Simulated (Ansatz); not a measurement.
A nudged elastic band was laid between two geometries of CH4AlCl + H (8 atoms, charge 0, multiplicity 2).

Level of theory: UKS PBE0-D4/6-31G* (Ansatz 0.2.0).

```yaml
movable_images: 7
climbing_image: yes
spring: 5.0 eV/Å²
optimiser: quadratic models (default)
start_path: through a guess of the saddle point
force_threshold: 0.05 eV/Å
iteration_limit: 54
end_points: relaxed
```

Initial state:

```xyz
8
Properties=species:S:1:pos:R:3
Al 0.022 0.007 -0.179
H -0.155 -0.012 1.397
C 1.713 0.012 -1.140
H 2.067 -1.017 -1.293
H 1.618 0.470 -2.130
H 2.496 0.540 -0.584
Cl -1.778 0.012 -1.293
H -0.128 -0.014 4.192
```

Final state:

```xyz
8
Properties=species:S:1:pos:R:3
Al 0.018 0.014 -0.431
H -0.275 0.100 3.146
C 1.769 0.016 -1.341
H 1.933 -0.963 -1.811
H 1.765 0.773 -2.136
H 2.599 0.221 -0.659
Cl -1.685 -0.262 -1.689
H -0.270 0.101 3.891
```

Q: Which bonds break or form, and what moves?

A: Bonds broken: Al1–H2. Bonds formed: H2–H8. CH4AlCl + H becomes CH3AlCl + H2.

Q: Give the energies along the band, and the barrier.

A: The forces met the threshold. The highest image is number 2 of 0 to 8, 0.062 eV above the first end and 1.009 eV above the last; the last end lies 0.948 eV below the first. A vibrational analysis at the climbing image gives one clearly imaginary mode, 567i cm⁻¹, and a faint second one (24i cm⁻¹) that may be numerical noise or a soft torsion: probably a first-order saddle point.

```csv
image,path coordinate (Å),energy (eV),Al1–H2 (Å),H2–H8 (Å)
0,0.00,0.000,1.59,2.79
1,0.59,0.013,1.59,2.19
2,1.18,0.062,1.63,1.51
3,1.64,-0.530,2.05,0.88
4,2.10,-0.832,2.48,0.76
5,2.55,-0.913,2.85,0.75
6,3.01,-0.941,3.20,0.75
7,3.47,-0.947,3.51,0.74
8,3.93,-0.948,3.59,0.74
```

Q: What is the geometry of the highest image?

A: 
```xyz
8
Properties=species:S:1:pos:R:3:forces:R:3
Al 0.031 0.002 -0.010 0.00 0.00 0.03
H -0.086 -0.003 1.619 0.01 0.00 -0.03
C 1.696 0.011 -1.023 0.00 0.01 0.00
H 2.016 -1.016 -1.242 0.00 -0.01 0.00
H 1.585 0.527 -1.982 0.00 0.00 0.00
H 2.506 0.489 -0.460 0.00 0.00 0.00
Cl -1.807 -0.028 -1.058 0.00 0.00 0.00
H -0.085 0.017 3.125 -0.01 0.00 0.00
```

Time of the run: 3.4 min on 1 thread of Arm Neoverse V2, on a shared host, peak memory 0.16 GiB.
